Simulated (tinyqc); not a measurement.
Inside a calculation (part 1 of 2). Method: MP2 on RHF in the sto-6g basis, frozen core, for CH3+, spin multiplicity 1. Computed by tinyqc, a small Python program that keeps every step (integrals from PySCF). Settings: charge = 1, multiplicity = 1, basis = sto-6g, method = RHF, frozen orbitals = 1, energy threshold = 1e-10, iteration cap = 58, orthogonalisation = symmetric, start = atomic densities, DIIS depth = 6. Command: `OMP_NUM_THREADS=1 python tinyqc.py 22758 22759 out.jsonl` (the two numbers bound the seeds that draw the settings). One thread of a shared host (Intel(R) Xeon(R) Processor @ 2.60GHz), about 0.3 s of CPU time with the checks. The early iterations of the SCF are left out here.

## One-electron integrals

Geometry (angstrom):
```
atom        x        y       z
C      0.0000   0.0000  0.0220
H      1.1190   0.0000  0.0000
H     -0.5590   0.9690  0.0000
H     -0.5590  -0.9690  0.0000
```

Basis sto-6g: exponents (1/bohr^2) and contraction coefficients of normalised primitives:
```
element  l (shell)  exponent  coefficient
C            s (1)  742.7370       0.0092
C            s (1)  136.1800       0.0494
C            s (1)   38.0983       0.1685
C            s (1)   13.0878       0.3706
C            s (1)    5.0824       0.4165
C            s (1)    2.0932       0.1303
C            s (2)   30.4972      -0.0133
C            s (2)    6.0362      -0.0470
C            s (2)    1.8760      -0.0338
C            s (2)    0.7218       0.2502
C            s (2)    0.3135       0.5951
C            s (2)    0.1437       0.2407
C            p (3)   30.4972       0.0038
C            p (3)    6.0362       0.0377
C            p (3)    1.8760       0.1739
C            p (3)    0.7218       0.4180
C            p (3)    0.3135       0.4259
C            p (3)    0.1437       0.1017
H            s (1)   35.5232       0.0092
H            s (1)    6.5131       0.0494
H            s (1)    1.8221       0.1685
H            s (1)    0.6260       0.3706
H            s (1)    0.2431       0.4165
H            s (1)    0.1001       0.1303
```

Overlap, kinetic and nuclear-attraction integrals over the contracted functions; the nuclear repulsion is the sum of Za Zb / Rab.

nuclear repulsion = 9.331465 hartree

overlap S, order 1C 1s, 1C 2s, 1C 2px, 1C 2py, 1C 2pz, 2H 1s, 3H 1s, 4H 1s:
$$\begin{pmatrix}
1.0000 & 0.2432 & 0.0000 & 0.0000 & 0.0000 & 0.0604 & 0.0604 & 0.0604 \\
0.2432 & 1.0000 & 0.0000 & 0.0000 & 0.0000 & 0.4747 & 0.4749 & 0.4749 \\
0.0000 & 0.0000 & 1.0000 & 0.0000 & 0.0000 & 0.4571 & -0.2284 & -0.2284 \\
0.0000 & 0.0000 & 0.0000 & 1.0000 & 0.0000 & 0.0000 & 0.3960 & -0.3960 \\
0.0000 & 0.0000 & 0.0000 & 0.0000 & 1.0000 & -0.0090 & -0.0090 & -0.0090 \\
0.0604 & 0.4747 & 0.4571 & 0.0000 & -0.0090 & 1.0000 & 0.1324 & 0.1324 \\
0.0604 & 0.4749 & -0.2284 & 0.3960 & -0.0090 & 0.1324 & 1.0000 & 0.1323 \\
0.0604 & 0.4749 & -0.2284 & -0.3960 & -0.0090 & 0.1324 & 0.1323 & 1.0000
\end{pmatrix}$$

kinetic energy T (hartree), order 1C 1s, 1C 2s, 1C 2px, 1C 2py, 1C 2pz, 2H 1s, 3H 1s, 4H 1s:
$$\begin{pmatrix}
16.0686 & -0.4928 & 0.0000 & 0.0000 & 0.0000 & -0.0082 & -0.0082 & -0.0082 \\
-0.4928 & 0.4924 & 0.0000 & 0.0000 & 0.0000 & 0.0973 & 0.0974 & 0.0974 \\
0.0000 & 0.0000 & 1.4792 & 0.0000 & 0.0000 & 0.2443 & -0.1222 & -0.1222 \\
0.0000 & 0.0000 & 0.0000 & 1.4792 & 0.0000 & 0.0000 & 0.2118 & -0.2118 \\
0.0000 & 0.0000 & 0.0000 & 0.0000 & 1.4792 & -0.0048 & -0.0048 & -0.0048 \\
-0.0082 & 0.0973 & 0.2443 & 0.0000 & -0.0048 & 0.7685 & -0.0109 & -0.0109 \\
-0.0082 & 0.0974 & -0.1222 & 0.2118 & -0.0048 & -0.0109 & 0.7685 & -0.0109 \\
-0.0082 & 0.0974 & -0.1222 & -0.2118 & -0.0048 & -0.0109 & -0.0109 & 0.7685
\end{pmatrix}$$

nuclear attraction V (hartree), order 1C 1s, 1C 2s, 1C 2px, 1C 2py, 1C 2pz, 2H 1s, 3H 1s, 4H 1s:
$$\begin{pmatrix}
-35.4267 & -3.9635 & 0.0000 & 0.0000 & 0.0010 & -1.1061 & -1.1070 & -1.1070 \\
-3.9635 & -6.5438 & 0.0000 & 0.0000 & 0.0098 & -2.6239 & -2.6252 & -2.6252 \\
0.0000 & 0.0000 & -6.6039 & 0.0000 & 0.0000 & -2.3471 & 1.1732 & 1.1732 \\
0.0000 & 0.0000 & 0.0000 & -6.6041 & 0.0000 & 0.0000 & -2.0338 & 2.0338 \\
0.0010 & 0.0098 & 0.0000 & 0.0000 & -6.4226 & 0.0484 & 0.0484 & 0.0484 \\
-1.1061 & -2.6239 & -2.3471 & 0.0000 & 0.0484 & -4.5681 & -0.6697 & -0.6697 \\
-1.1070 & -2.6252 & 1.1732 & -2.0338 & 0.0484 & -0.6697 & -4.5688 & -0.6695 \\
-1.1070 & -2.6252 & 1.1732 & 2.0338 & 0.0484 & -0.6697 & -0.6695 & -4.5688
\end{pmatrix}$$

core Hamiltonian H = T + V (hartree), order 1C 1s, 1C 2s, 1C 2px, 1C 2py, 1C 2pz, 2H 1s, 3H 1s, 4H 1s:
$$\begin{pmatrix}
-19.3580 & -4.4563 & 0.0000 & 0.0000 & 0.0010 & -1.1143 & -1.1152 & -1.1152 \\
-4.4563 & -6.0514 & 0.0000 & 0.0000 & 0.0098 & -2.5266 & -2.5278 & -2.5278 \\
0.0000 & 0.0000 & -5.1247 & 0.0000 & 0.0000 & -2.1028 & 1.0511 & 1.0511 \\
0.0000 & 0.0000 & 0.0000 & -5.1249 & 0.0000 & 0.0000 & -1.8220 & 1.8220 \\
0.0010 & 0.0098 & 0.0000 & 0.0000 & -4.9434 & 0.0436 & 0.0436 & 0.0436 \\
-1.1143 & -2.5266 & -2.1028 & 0.0000 & 0.0436 & -3.7996 & -0.6807 & -0.6807 \\
-1.1152 & -2.5278 & 1.0511 & -1.8220 & 0.0436 & -0.6807 & -3.8003 & -0.6805 \\
-1.1152 & -2.5278 & 1.0511 & 1.8220 & 0.0436 & -0.6807 & -0.6805 & -3.8003
\end{pmatrix}$$

## Two-electron integrals

Functions are numbered as in S; the eight-fold symmetry (ij|kl) = (ji|kl) = (kl|ij) leaves the list below.

Two-electron integrals (ij|kl) in chemists' order, unique and non-zero (hartree):
```
(11|11) 3.5437      (21|11) 0.5295      (21|21) 0.1003      (22|11) 0.8536
(22|21) 0.1999      (22|22) 0.6248      (31|31) 0.0213      (32|31) 0.0319
(32|32) 0.1381      (33|11) 0.8536      (33|21) 0.1999      (33|22) 0.6248
(33|33) 0.6732      (41|41) 0.0213      (42|41) 0.0319      (42|42) 0.1381
(43|43) 0.0363      (44|11) 0.8536      (44|21) 0.1999      (44|22) 0.6248
(44|33) 0.6007      (44|44) 0.6732      (51|51) 0.0213      (52|51) 0.0319
(52|52) 0.1381      (53|53) 0.0363      (54|54) 0.0363      (55|11) 0.8536
(55|21) 0.1999      (55|22) 0.6248      (55|33) 0.6007      (55|44) 0.6007
(55|55) 0.6732      (61|11) 0.1388      (61|21) 0.0253      (61|22) 0.0495
(61|31) 0.0017      (61|32) 0.0032      (61|33) 0.0499      (61|44) 0.0494
(61|51) -3.26e-05   (61|52) -6.28e-05   (61|53) -1.11e-05   (61|55) 0.0494
(61|61) 0.0066      (62|11) 0.3176      (62|21) 0.0754      (62|22) 0.2578
(62|31) 0.0077      (62|32) 0.0501      (62|33) 0.2697      (62|44) 0.2518
(62|51) -1.50e-04   (62|52) -0.0010     (62|53) -3.52e-04   (62|55) 0.2518
(62|61) 0.0196      (62|62) 0.1380      (63|11) 0.2672      (63|21) 0.0644
(63|22) 0.2330      (63|31) 0.0139      (63|32) 0.0837      (63|33) 0.2564
(63|44) 0.2213      (63|51) -1.11e-04   (63|52) -0.0008     (63|53) -4.95e-04
(63|55) 0.2213      (63|61) 0.0176      (63|62) 0.1482      (63|63) 0.1735
(64|41) 0.0083      (64|42) 0.0418      (64|43) 0.0099      (64|54) -1.95e-04
(64|64) 0.0173      (65|11) -0.0053     (65|21) -0.0013     (65|22) -0.0046
(65|31) -1.11e-04   (65|32) -0.0008     (65|33) -0.0047     (65|44) -0.0044
(65|51) 0.0083      (65|52) 0.0418      (65|53) 0.0099      (65|55) -0.0047
(65|61) -3.46e-04   (65|62) -0.0029     (65|63) -0.0031     (65|65) 0.0173
(66|11) 0.4631      (66|21) 0.1121      (66|22) 0.4334      (66|31) 0.0147
(66|32) 0.1270      (66|33) 0.4793      (66|44) 0.4104      (66|51) -2.89e-04
(66|52) -0.0025     (66|53) -0.0014     (66|55) 0.4105      (66|61) 0.0297
(66|62) 0.2903      (66|63) 0.3451      (66|65) -0.0068     (66|66) 0.7750
(71|11) 0.1389      (71|21) 0.0253      (71|22) 0.0496      (71|31) -0.0008
(71|32) -0.0016     (71|33) 0.0495      (71|41) 0.0014      (71|42) 0.0028
(71|43) -2.44e-04   (71|44) 0.0498      (71|51) -3.26e-05   (71|52) -6.29e-05
(71|53) 5.54e-06    (71|54) -9.61e-06   (71|55) 0.0494      (71|61) 0.0064
(71|62) 0.0183      (71|63) 0.0152      (71|64) 0.0007      (71|65) -3.23e-04
(71|66) 0.0270      (71|71) 0.0066      (72|11) 0.3178      (72|21) 0.0755
(72|22) 0.2579      (72|31) -0.0038     (72|32) -0.0250     (72|33) 0.2564
(72|41) 0.0066      (72|42) 0.0434      (72|43) -0.0078     (72|44) 0.2654
(72|51) -1.51e-04   (72|52) -0.0010     (72|53) 1.76e-04    (72|54) -3.05e-04
(72|55) 0.2519      (72|61) 0.0183      (72|62) 0.0990      (72|63) 0.0832
(72|64) 0.0117      (72|65) -0.0020     (72|66) 0.1630      (72|71) 0.0196
(72|72) 0.1381      (73|11) -0.1336     (73|21) -0.0322     (73|22) -0.1165
(73|31) 0.0097      (73|32) 0.0523      (73|33) -0.1224     (73|41) -0.0025
(73|42) -0.0181     (73|43) 0.0119      (73|44) -0.1163     (73|51) 5.56e-05
(73|52) 4.12e-04    (73|53) -2.70e-04   (73|54) 1.30e-04    (73|55) -0.1106
(73|61) -0.0070     (73|62) -0.0314     (73|63) -0.0159     (73|64) -0.0027
(73|65) 0.0006      (73|66) -0.0418     (73|71) -0.0088     (73|72) -0.0741
(73|73) 0.0563      (74|11) 0.2315      (74|21) 0.0558      (74|22) 0.2019
(74|31) -0.0025     (74|32) -0.0181     (74|33) 0.1951      (74|41) 0.0125
(74|42) 0.0732      (74|43) -0.0107     (74|44) 0.2188      (74|51) -9.64e-05
(74|52) -0.0007     (74|53) 1.30e-04    (74|54) -4.20e-04   (74|55) 0.1918
(74|61) 0.0135      (74|62) 0.0779      (74|63) 0.0651      (74|64) 0.0201
(74|65) -0.0016     (74|66) 0.1286      (74|71) 0.0152      (74|72) 0.1285
(74|73) -0.0677     (74|74) 0.1346      (75|11) -0.0053     (75|21) -0.0013
(75|22) -0.0046     (75|31) 5.56e-05    (75|32) 4.12e-04    (75|33) -0.0044
(75|41) -9.64e-05   (75|42) -0.0007     (75|43) 1.30e-04    (75|44) -0.0046
(75|51) 0.0083      (75|52) 0.0418      (75|53) -0.0049     (75|54) 0.0086
(75|55) -0.0047     (75|61) -3.23e-04   (75|62) -0.0020     (75|63) -0.0017
(75|64) -2.35e-04   (75|65) 0.0116      (75|66) -0.0036     (75|71) -3.46e-04
(75|72) -0.0029     (75|73) 0.0015      (75|74) -0.0027     (75|75) 0.0174
(76|11) 0.0799      (76|21) 0.0190      (76|22) 0.0669      (76|31) 0.0008
(76|32) 0.0056      (76|33) 0.0675      (76|41) 0.0014      (76|42) 0.0096
(76|43) 4.10e-04    (76|44) 0.0680      (76|51) -6.36e-05   (76|52) -4.38e-04
(76|53) -5.86e-05   (76|54) -1.01e-04   (76|55) 0.0653      (76|61) 0.0048
(76|62) 0.0320      (76|63) 0.0318      (76|64) 0.0034      (76|65) -0.0007
(76|66) 0.0626      (76|71) 0.0048      (76|72) 0.0320      (76|73) -0.0129
(76|74) 0.0293      (76|75) -0.0007     (76|76) 0.0090      (77|11) 0.4632
(77|21) 0.1122      (77|22) 0.4335      (77|31) -0.0074     (77|32) -0.0635
(77|33) 0.4277      (77|41) 0.0127      (77|42) 0.1100      (77|43) -0.0298
(77|44) 0.4622      (77|51) -2.89e-04   (77|52) -0.0025     (77|53) 0.0007
(77|54) -0.0012     (77|55) 0.4106      (77|61) 0.0270      (77|62) 0.1629
(77|63) 0.1323      (77|64) 0.0281      (77|65) -0.0036     (77|66) 0.2719
(77|71) 0.0297      (77|72) 0.2904      (77|73) -0.1725     (77|74) 0.2990
(77|75) -0.0068     (77|76) 0.0626      (77|77) 0.7750      (81|11) 0.1389
(81|21) 0.0253      (81|22) 0.0496      (81|31) -0.0008     (81|32) -0.0016
(81|33) 0.0495      (81|41) -0.0014     (81|42) -0.0028     (81|43) 2.44e-04
(81|44) 0.0498      (81|51) -3.26e-05   (81|52) -6.29e-05   (81|53) 5.54e-06
(81|54) 9.61e-06    (81|55) 0.0494      (81|61) 0.0064      (81|62) 0.0183
(81|63) 0.0152      (81|64) -0.0007     (81|65) -3.23e-04   (81|66) 0.0270
(81|71) 0.0064      (81|72) 0.0183      (81|73) -0.0082     (81|74) 0.0128
(81|75) -3.23e-04   (81|76) 0.0045      (81|77) 0.0270      (81|81) 0.0066
(82|11) 0.3178      (82|21) 0.0755      (82|22) 0.2579      (82|31) -0.0038
(82|32) -0.0250     (82|33) 0.2564      (82|41) -0.0066     (82|42) -0.0434
(82|43) 0.0078      (82|44) 0.2654      (82|51) -1.51e-04   (82|52) -0.0010
(82|53) 1.76e-04    (82|54) 3.05e-04    (82|55) 0.2519      (82|61) 0.0183
(82|62) 0.0990      (82|63) 0.0832      (82|64) -0.0117     (82|65) -0.0020
(82|66) 0.1630      (82|71) 0.0183      (82|72) 0.0991      (82|73) -0.0517
(82|74) 0.0662      (82|75) -0.0020     (82|76) 0.0245      (82|77) 0.1630
(82|81) 0.0196      (82|82) 0.1381      (83|11) -0.1336     (83|21) -0.0322
(83|22) -0.1165     (83|31) 0.0097      (83|32) 0.0523      (83|33) -0.1224
(83|41) 0.0025      (83|42) 0.0181      (83|43) -0.0119     (83|44) -0.1163
(83|51) 5.56e-05    (83|52) 4.12e-04    (83|53) -2.70e-04   (83|54) -1.30e-04
(83|55) -0.1106     (83|61) -0.0070     (83|62) -0.0314     (83|63) -0.0159
(83|64) 0.0027      (83|65) 0.0006      (83|66) -0.0418     (83|71) -0.0082
(83|72) -0.0517     (83|73) 0.0380      (83|74) -0.0339     (83|75) 0.0010
(83|76) -0.0098     (83|77) -0.0904     (83|81) -0.0088     (83|82) -0.0741
(83|83) 0.0563      (84|11) -0.2315     (84|21) -0.0558     (84|22) -0.2019
(84|31) 0.0025      (84|32) 0.0181      (84|33) -0.1951     (84|41) 0.0125
(84|42) 0.0732      (84|43) -0.0107     (84|44) -0.2188     (84|51) 9.64e-05
(84|52) 0.0007      (84|53) -1.30e-04   (84|54) -4.20e-04   (84|55) -0.1918
(84|61) -0.0135     (84|62) -0.0779     (84|63) -0.0651     (84|64) 0.0201
(84|65) 0.0016      (84|66) -0.1286     (84|71) -0.0128     (84|72) -0.0662
(84|73) 0.0339      (84|74) -0.0339     (84|75) 0.0013      (84|76) -0.0170
(84|77) -0.1005     (84|81) -0.0152     (84|82) -0.1285     (84|83) 0.0677
(84|84) 0.1346      (85|11) -0.0053     (85|21) -0.0013     (85|22) -0.0046
(85|31) 5.56e-05    (85|32) 4.12e-04    (85|33) -0.0044     (85|41) 9.64e-05
(85|42) 0.0007      (85|43) -1.30e-04   (85|44) -0.0046     (85|51) 0.0083
(85|52) 0.0418      (85|53) -0.0049     (85|54) -0.0086     (85|55) -0.0047
(85|61) -3.23e-04   (85|62) -0.0020     (85|63) -0.0017     (85|64) 2.35e-04
(85|65) 0.0116      (85|66) -0.0036     (85|71) -3.23e-04   (85|72) -0.0020
(85|73) 0.0010      (85|74) -0.0013     (85|75) 0.0116      (85|76) -0.0006
(85|77) -0.0036     (85|81) -3.46e-04   (85|82) -0.0029     (85|83) 0.0015
(85|84) 0.0027      (85|85) 0.0174      (86|11) 0.0799      (86|21) 0.0190
(86|22) 0.0669      (86|31) 0.0008      (86|32) 0.0056      (86|33) 0.0675
(86|41) -0.0014     (86|42) -0.0096     (86|43) -4.10e-04   (86|44) 0.0680
(86|51) -6.36e-05   (86|52) -4.38e-04   (86|53) -5.86e-05   (86|54) 1.01e-04
(86|55) 0.0653      (86|61) 0.0048      (86|62) 0.0320      (86|63) 0.0318
(86|64) -0.0034     (86|65) -0.0007     (86|66) 0.0626      (86|71) 0.0045
(86|72) 0.0245      (86|73) -0.0098     (86|74) 0.0170      (86|75) -0.0006
(86|76) 0.0072      (86|77) 0.0397      (86|81) 0.0048      (86|82) 0.0320
(86|83) -0.0129     (86|84) -0.0293     (86|85) -0.0007     (86|86) 0.0090
(87|11) 0.0798      (87|21) 0.0190      (87|22) 0.0669      (87|31) -0.0016
(87|32) -0.0111     (87|33) 0.0682      (87|44) 0.0673      (87|51) -6.36e-05
(87|52) -4.38e-04   (87|53) 1.17e-04    (87|55) 0.0652      (87|61) 0.0045
(87|62) 0.0245      (87|63) 0.0196      (87|65) -0.0006     (87|66) 0.0397
(87|71) 0.0048      (87|72) 0.0320      (87|73) -0.0189     (87|74) 0.0258
(87|75) -0.0007     (87|76) 0.0072      (87|77) 0.0626      (87|81) 0.0048
(87|82) 0.0320      (87|83) -0.0189     (87|84) -0.0258     (87|85) -0.0007
(87|86) 0.0072      (87|87) 0.0090      (88|11) 0.4632      (88|21) 0.1122
(88|22) 0.4335      (88|31) -0.0074     (88|32) -0.0635     (88|33) 0.4277
(88|41) -0.0127     (88|42) -0.1100     (88|43) 0.0298      (88|44) 0.4622
(88|51) -2.89e-04   (88|52) -0.0025     (88|53) 0.0007      (88|54) 0.0012
(88|55) 0.4106      (88|61) 0.0270      (88|62) 0.1629      (88|63) 0.1323
(88|64) -0.0281     (88|65) -0.0036     (88|66) 0.2719      (88|71) 0.0270
(88|72) 0.1630      (88|73) -0.0904     (88|74) 0.1005      (88|75) -0.0036
(88|76) 0.0397      (88|77) 0.2719      (88|81) 0.0297      (88|82) 0.2904
(88|83) -0.1725     (88|84) -0.2990     (88|85) -0.0068     (88|86) 0.0626
(88|87) 0.0626      (88|88) 0.7750
```

## Orthogonalisation

S = U s U^T; symmetric (Loewdin) form X = U s^(-1/2) U^T, so that X^T S X = 1.

eigenvalues of S: [0.2792, 0.3699, 0.3702, 0.9639, 1.0005, 1.4974, 1.4978, 2.0211]

X, order 1C 1s, 1C 2s, 1C 2px, 1C 2py, 1C 2pz, 2H 1s, 3H 1s, 4H 1s:
$$\begin{pmatrix}
1.0266 & -0.1587 & 0.0000 & 0.0000 & 0.0006 & 0.0224 & 0.0224 & 0.0224 \\
-0.1587 & 1.4001 & 0.0000 & 0.0000 & -0.0070 & -0.3252 & -0.3254 & -0.3254 \\
0.0000 & 0.0000 & 1.1819 & 0.0000 & 0.0000 & -0.3351 & 0.1675 & 0.1675 \\
0.0000 & 0.0000 & 0.0000 & 1.1821 & 0.0000 & 0.0000 & -0.2904 & 0.2904 \\
0.0006 & -0.0070 & 0.0000 & 0.0000 & 1.0001 & 0.0061 & 0.0061 & 0.0061 \\
0.0224 & -0.3252 & -0.3351 & 0.0000 & 0.0061 & 1.2483 & -0.0306 & -0.0306 \\
0.0224 & -0.3254 & 0.1675 & -0.2904 & 0.0061 & -0.0306 & 1.2485 & -0.0307 \\
0.0224 & -0.3254 & 0.1675 & 0.2904 & 0.0061 & -0.0306 & -0.0307 & 1.2485
\end{pmatrix}$$

## Iteration 7 (converged): orbitals

converged F (hartree), order 1C 1s, 1C 2s, 1C 2px, 1C 2py, 1C 2pz, 2H 1s, 3H 1s, 4H 1s:
$$\begin{pmatrix}
-11.7383 & -2.9930 & 0.0000 & 0.0000 & -0.0002 & -0.7486 & -0.7492 & -0.7492 \\
-2.9930 & -1.8796 & 0.0000 & 0.0000 & 0.0081 & -0.8813 & -0.8817 & -0.8817 \\
0.0000 & 0.0000 & -0.7770 & 0.0000 & 0.0000 & -0.6170 & 0.3084 & 0.3084 \\
0.0000 & 0.0000 & 0.0000 & -0.7772 & 0.0000 & 0.0000 & -0.5346 & 0.5346 \\
-0.0002 & 0.0081 & 0.0000 & 0.0000 & -0.2386 & 0.0104 & 0.0104 & 0.0104 \\
-0.7486 & -0.8813 & -0.6170 & 0.0000 & 0.0104 & -0.7932 & -0.2540 & -0.2540 \\
-0.7492 & -0.8817 & 0.3084 & -0.5346 & 0.0104 & -0.2540 & -0.7935 & -0.2540 \\
-0.7492 & -0.8817 & 0.3084 & 0.5346 & 0.0104 & -0.2540 & -0.2540 & -0.7935
\end{pmatrix}$$

Diagonalise F' = X^T F X, C = X C', fill 4 alpha and 4 beta electrons from the bottom; D = 2 C_occ C_occ^T. Each column has its largest component positive (the first on a tie).

F' = X^T F X (hartree):
$$\begin{pmatrix}
-11.5302 & -1.4800 & 0.0000 & 0.0000 & -0.0001 & -0.1196 & -0.1198 & -0.1198 \\
-1.4800 & -0.8861 & 0.0000 & 0.0000 & -0.0016 & -0.4355 & -0.4357 & -0.4357 \\
0.0000 & 0.0000 & -0.4432 & 0.0000 & 0.0000 & -0.4977 & 0.2488 & 0.2488 \\
0.0000 & 0.0000 & 0.0000 & -0.4430 & 0.0000 & 0.0000 & -0.4313 & 0.4313 \\
-0.0001 & -0.0016 & 0.0000 & 0.0000 & -0.2384 & 0.0073 & 0.0073 & 0.0073 \\
-0.1196 & -0.4355 & -0.4977 & 0.0000 & 0.0073 & -0.2779 & -0.0581 & -0.0581 \\
-0.1198 & -0.4357 & 0.2488 & -0.4313 & 0.0073 & -0.0581 & -0.2778 & -0.0582 \\
-0.1198 & -0.4357 & 0.2488 & 0.4313 & 0.0073 & -0.0581 & -0.0582 & -0.2778
\end{pmatrix}$$

orbital energies (hartree): MO1 -11.7405, MO2 -1.2696, MO3 -0.9514, MO4 -0.9512, MO5 -0.2387, MO6 0.2000, MO7 0.2882, MO8 0.2887

coefficients C, order 1C 1s, 1C 2s, 1C 2px, 1C 2py, 1C 2pz, 2H 1s, 3H 1s, 4H 1s:
$$\begin{pmatrix}
0.9959 & -0.2236 & 0.0000 & 0.0000 & -0.0057 & -0.1970 & 0.0001 & 0.0000 \\
0.0192 & 0.7364 & 0.0000 & 0.0001 & 0.0304 & 1.3265 & -0.0010 & 0.0000 \\
0.0000 & 0.0000 & 0.0000 & 0.6452 & 0.0000 & 0.0007 & 1.0719 & 0.0000 \\
0.0000 & 0.0000 & 0.6451 & 0.0000 & 0.0000 & 0.0000 & 0.0000 & 1.0724 \\
-0.0001 & -0.0053 & 0.0000 & 0.0000 & 0.9995 & -0.0372 & 0.0000 & 0.0000 \\
-0.0037 & 0.1804 & 0.0000 & 0.4112 & -0.0109 & -0.7376 & -1.0162 & 0.0000 \\
-0.0037 & 0.1806 & 0.3560 & -0.2056 & -0.0109 & -0.7370 & 0.5088 & -0.8808 \\
-0.0037 & 0.1806 & -0.3560 & -0.2056 & -0.0109 & -0.7370 & 0.5088 & 0.8808
\end{pmatrix}$$

D after iteration 7, order 1C 1s, 1C 2s, 1C 2px, 1C 2py, 1C 2pz, 2H 1s, 3H 1s, 4H 1s:
$$\begin{pmatrix}
2.0836 & -0.2910 & 0.0000 & 0.0000 & 0.0022 & -0.0881 & -0.0882 & -0.0882 \\
-0.2910 & 1.0853 & 0.0000 & 0.0000 & -0.0078 & 0.2657 & 0.2658 & 0.2658 \\
0.0000 & 0.0000 & 0.8325 & 0.0000 & 0.0000 & 0.5306 & -0.2652 & -0.2652 \\
0.0000 & 0.0000 & 0.0000 & 0.8324 & 0.0000 & 0.0000 & 0.4594 & -0.4594 \\
0.0022 & -0.0078 & 0.0000 & 0.0000 & 0.0001 & -0.0019 & -0.0019 & -0.0019 \\
-0.0881 & 0.2657 & 0.5306 & 0.0000 & -0.0019 & 0.4034 & -0.1039 & -0.1039 \\
-0.0882 & 0.2658 & -0.2652 & 0.4594 & -0.0019 & -0.1039 & 0.4033 & -0.1038 \\
-0.0882 & 0.2658 & -0.2652 & -0.4594 & -0.0019 & -0.1039 & -0.1038 & 0.4033
\end{pmatrix}$$

## Convergence

Stop when the energy changes by less than 1e-10 hartree and every element of the error matrix X^T (F D S - S D F) X is below 3e-06.

Course of the cycle:
```
iteration  E (hartree)     change  largest element of the error matrix
1           -36.138665          -                             7.16e-01
2           -39.150761  -3.01e+00                             6.00e-02
3           -39.155923  -5.16e-03                             9.17e-03
4           -39.156161  -2.38e-04                             2.69e-03
5           -39.156174  -1.24e-05                             2.96e-05
6           -39.156174  -2.30e-09                             3.60e-06
7           -39.156174  -1.70e-11                             4.63e-08
```

PySCF RHF in the same basis = -39.156174 hartree

Converged in 7 iterations.
